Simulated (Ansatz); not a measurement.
A made-up structure of Si₂H₃O, doublet:

```xyz
6
angstrom
O -1.5181 -0.0293 -1.2011
Si 0.0904 0.1367 -0.3299
Si 0.5780 -0.5285 2.0621
H -2.3273 -0.4517 -0.6310
H 1.0495 0.8097 -1.5179
H 2.1275 0.0632 1.6178
```

It is relaxed with PBE-D4/def2-SVP and then PBE0-D4/def2-TZVP (Ansatz 0.2.0). Atoms count as bonded within 1.22 times the sum of their covalent radii (H–H: 0.88 Å). The end point is not checked to be a true minimum.

(1) Does its bonding change? (Judge from chemistry; the calculation decides.)

## Answers

(1) Computed: No: no bond forms or breaks.

Where it ends: The first stage lowers the energy by 1.00 eV in 6 steps. It ends as Si₂H₃O ([OH][SiH][SiH]):
| atom | x (Å) | y (Å) | z (Å) |
| --- | --- | --- | --- |
| O1 | -1.3560 | -0.0264 | -1.0722 |
| Si2 | 0.0805 | 0.1222 | -0.2951 |
| Si3 | 0.5162 | -0.4715 | 1.8406 |
| H4 | -2.0780 | -0.4037 | -0.5626 |
| H5 | 0.9370 | 0.7232 | -1.3560 |
| H6 | 1.9003 | 0.0562 | 1.4455 |

Labels in which every atom is bracketed show which atoms are joined, not bond orders.

For scale, one of the runs: PBE0-D4/def2-TZVP relaxation, 123 basis functions, launched by `ansatz run in.yaml --threads 2 --pin off --events-out ev --progress --plain --max-ram 4352MiB`. The run took about 25 s on 2 CPU threads of an Arm Neoverse V2 (shared host).
